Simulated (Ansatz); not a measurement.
```yaml
crystal:
  periodic: [false, false, false]
  atoms:
    - {symbol: B, position_ang: [-1.305316, 0.071029, -0.149091]}
    - {symbol: P, position_ang: [0.489146, -0.055125, 0.090729]}
    - {symbol: H, position_ang: [-1.579009, 0.788994, -1.040073]}
    - {symbol: H, position_ang: [-2.077644, -0.498114, 0.510035]}
    - {symbol: H, position_ang: [1.282274, 1.107442, 0.313996]}
    - {symbol: H, position_ang: [1.343633, -0.466196, -0.972913]}
basis:
  gaussian: {orbitals: def2-TZVP}
magnetization: {spin_polarized: true, initial_magnetization: 2}
hamiltonian: {xc: pbe0}
relax: {f_tol: 0.004, max_steps: 80}
```

```sh
$ ansatz run in.yaml --threads 1 --pin off --events-out ev --progress --plain --max-ram 2176MiB
```

Steps of the relaxation (energy above the last step; positions in Å, forces in eV/Å):

```
6
step 1, 77.3 meV
B    -1.305    0.071   -0.149    0.022   -0.162    0.199
P     0.489   -0.055    0.091    0.656    0.369   -0.419
H    -1.579    0.789   -1.040   -0.067    0.433   -0.533
H    -2.078   -0.498    0.510   -0.390   -0.345    0.403
H     1.282    1.107    0.314   -0.120    0.082    0.363
H     1.344   -0.466   -0.973   -0.102   -0.377   -0.012
```

```
6
step 2, 17.6 meV
B    -1.309    0.076   -0.156   -0.019    0.037   -0.046
P     0.507    0.000    0.024    0.266    0.021   -0.013
H    -1.606    0.803   -1.058   -0.095    0.116   -0.146
H    -2.062   -0.518    0.535   -0.057   -0.111    0.134
H     1.278    1.150    0.404   -0.037   -0.292   -0.177
H     1.345   -0.563   -0.997   -0.057    0.229    0.249
```

```
6
step 3, 5.4 meV
B    -1.315    0.078   -0.158   -0.078    0.049   -0.063
P     0.505   -0.005    0.031    0.188    0.041   -0.041
H    -1.620    0.808   -1.065   -0.032    0.015   -0.020
H    -2.065   -0.522    0.540    0.021   -0.040    0.049
H     1.291    1.132    0.387   -0.046   -0.124   -0.037
H     1.356   -0.542   -0.982   -0.053    0.059    0.112
```

```
6
step 4, 6.9 meV
B    -1.342    0.104   -0.191    0.104    0.083   -0.096
P     0.489    0.041   -0.027    0.140   -0.107    0.138
H    -1.713    0.817   -1.081   -0.081   -0.014    0.013
H    -2.006   -0.536    0.560   -0.031   -0.006    0.006
H     1.330    1.093    0.426   -0.066    0.031   -0.023
H     1.395   -0.571   -0.934   -0.065    0.013   -0.037
```

```
6
step 8, 0.0 meV
B    -1.325    0.099   -0.184    0.001    0.000   -0.001
P     0.500    0.012    0.009   -0.002    0.000    0.000
H    -1.687    0.815   -1.077    0.000    0.000    0.001
H    -2.022   -0.529    0.550    0.000    0.000    0.000
H     1.311    1.108    0.408    0.001    0.001    0.000
H     1.376   -0.556   -0.954    0.001   -0.001    0.000
```

Close pairs at the end: B1–H4 1.191 Å, B1–H3 1.201 Å, P2–H5 1.421 Å, P2–H6 1.421 Å, B1–P2 1.838 Å.

A stationary point of unrestricted PBE0 after 8 steps, with ⟨S²⟩ = 2.006 against 2.00 for a pure state; no frequencies were run, so it isn't proven a minimum. 11 s on 1 thread of AMD EPYC 9R45, shared host.
